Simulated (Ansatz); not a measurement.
A run of Ansatz (development build ahead of 0.2.0) on singlet Na₂ at this shape:

```xyz
2

Na    0.0000    0.0000   -1.4377
Na    0.0000    0.0000    1.4377
```

Its results:

```
Converged                       : yes
Reference energy                : -323.70237 hartree
Correlation energy              : -0.02040 hartree
Total energy                    : -323.72276 hartree
Spin squared of the determinant : 0.000
```

Problem. Which input gives this output? Name the method, the orbitals and the basis set, and write the input.

Solution. RHF-MP2 in cc-pVDZ. An unrestricted run that stays on the closed shell gives the same numbers.

```yaml
crystal:
  periodic: [false, false, false]
  atoms:
    - { symbol: Na, position_ang: [0.0, 0.0, -1.4377] }
    - { symbol: Na, position_ang: [0.0, 0.0, 1.4377] }
basis:
  gaussian: { orbitals: cc-pVDZ }
hamiltonian:
  xc: hf
correlation:
  method: mp2
  frozen_orbitals: { Na: 1 }
```
